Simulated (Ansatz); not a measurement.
# H$_{2}$S, singlet along the distance S1-H3

Starting geometry (PBE0/def2-TZVP stationary point for this spin, not checked as a minimum):

```xyz
3

S     0.0000   -0.0550    0.0000
H     0.0000    0.8742   -0.9672
H     0.0000    0.8742    0.9672
```

From there H3 moves along the line of the two atoms named below, all else staying in place; atoms are numbered as listed. Energies are in eV, counted from the starting geometry at the same level. Kohn–Sham curves are unrestricted where that lies lower, except RKS.

Basis 6-31G; Ansatz 0.2.0. Correlated methods freeze the noble-gas cores.

Unrestricted Kohn–Sham rows aren't spin-pure: their determinants' ⟨S²⟩ exceeds S(S+1) by up to 1.00, so they mix in states of higher spin.

In so small a basis the reference is far from its limit while semilocal and hybrid functionals are nearer theirs (RPA and double hybrids share part of the reference's basis error), so the functionals' errors here hold much of the reference's basis and frozen-core error, which can add to them or hide them. The set has no polarisation functions, which weighs most on the reference.

Full CI is exact within this basis and frozen core; it isn't the basis-set limit.

```json
{"distance S1-H3 (Å)": "1.096", "full CI": "1.592", "SPW92": "1.645", "PBE": "1.620", "r2SCAN": "1.550", "PBE0": "1.543", "B3LYP": "1.554", "CAM-B3LYP": "1.527", "wB97M-V": "1.519", "B2PLYP": "1.536", "RKS PBE0": "1.543", "RPA-PBE": "1.636"}
{"distance S1-H3 (Å)": "1.183", "full CI": "0.638", "SPW92": "0.671", "PBE": "0.655", "r2SCAN": "0.611", "PBE0": "0.604", "B3LYP": "0.615", "CAM-B3LYP": "0.596", "wB97M-V": "0.592", "B2PLYP": "0.602", "RKS PBE0": "0.604", "RPA-PBE": "0.666"}
{"distance S1-H3 (Å)": "1.341", "full CI": "0.000", "SPW92": "0.000", "PBE": "0.000", "r2SCAN": "0.000", "PBE0": "0.000", "B3LYP": "0.000", "CAM-B3LYP": "0.000", "wB97M-V": "0.000", "B2PLYP": "0.000", "RKS PBE0": "0.000", "RPA-PBE": "0.000"}
{"distance S1-H3 (Å)": "1.460", "full CI": "0.025", "SPW92": "0.013", "PBE": "0.022", "r2SCAN": "0.053", "PBE0": "0.061", "B3LYP": "0.047", "CAM-B3LYP": "0.066", "wB97M-V": "0.066", "B2PLYP": "0.057", "RKS PBE0": "0.061", "RPA-PBE": "0.007"}
{"distance S1-H3 (Å)": "1.598", "full CI": "0.301", "SPW92": "0.297", "PBE": "0.313", "r2SCAN": "0.377", "PBE0": "0.397", "B3LYP": "0.362", "CAM-B3LYP": "0.407", "wB97M-V": "0.408", "B2PLYP": "0.381", "RKS PBE0": "0.397", "RPA-PBE": "0.268"}
{"distance S1-H3 (Å)": "1.808", "full CI": "0.905", "SPW92": "0.963", "PBE": "0.980", "r2SCAN": "1.087", "PBE0": "1.130", "B3LYP": "1.063", "CAM-B3LYP": "1.153", "wB97M-V": "1.157", "B2PLYP": "1.089", "RKS PBE0": "1.130", "RPA-PBE": "0.864"}
{"distance S1-H3 (Å)": "2.165", "full CI": "1.889", "SPW92": "2.184", "PBE": "2.185", "r2SCAN": "2.351", "PBE0": "2.443", "B3LYP": "2.321", "CAM-B3LYP": "2.459", "wB97M-V": "2.522", "B2PLYP": "2.423", "RKS PBE0": "2.448", "RPA-PBE": "1.894"}
{"distance S1-H3 (Å)": "2.471", "full CI": "2.473", "SPW92": "3.078", "PBE": "2.994", "r2SCAN": "2.991", "PBE0": "3.085", "B3LYP": "3.018", "CAM-B3LYP": "3.067", "wB97M-V": "3.217", "B2PLYP": "2.986", "RKS PBE0": "3.418", "RPA-PBE": "2.696"}
{"distance S1-H3 (Å)": "2.981", "full CI": "2.928", "SPW92": "3.820", "PBE": "3.470", "r2SCAN": "3.439", "PBE0": "3.441", "B3LYP": "3.441", "CAM-B3LYP": "3.434", "wB97M-V": "3.579", "B2PLYP": "3.285", "RKS PBE0": "4.591", "RPA-PBE": "3.046"}
{"distance S1-H3 (Å)": "3.650", "full CI": "3.067", "SPW92": "4.078", "PBE": "3.612", "r2SCAN": "3.589", "PBE0": "3.540", "B3LYP": "3.568", "CAM-B3LYP": "3.547", "wB97M-V": "3.669", "B2PLYP": "3.368", "RKS PBE0": "5.459", "RPA-PBE": "3.032"}
{"distance S1-H3 (Å)": "4.491", "full CI": "3.089", "SPW92": "4.146", "PBE": "3.646", "r2SCAN": "3.623", "PBE0": "3.561", "B3LYP": "3.595", "CAM-B3LYP": "3.573", "wB97M-V": "3.687", "B2PLYP": "3.385", "RKS PBE0": "5.945", "RPA-PBE": "2.985"}
```

Question: Judged by the spread of the error over the points with a reference (largest less smallest), which of these follows full CI best and which worst?

Answer: Subtracting the full CI column from each: best RPA-PBE (errors from -0.104 to 0.223, spread 0.327 eV), worst RKS PBE0 (from -0.049 to 2.856, spread 2.905 eV). Functionals and wave-function methods converge differently with the basis, so part of this is basis effect.

r2SCAN at 4.491 Å lies 0.534 eV (17 %) above the reference in this basis. PBE0 at 4.491 Å lies 0.472 eV (15 %) above the reference in this basis. wB97M-V at 4.491 Å lies 0.598 eV (19 %) above the reference in this basis. B2PLYP at 4.491 Å lies 0.296 eV (10 %) above the reference in this basis.
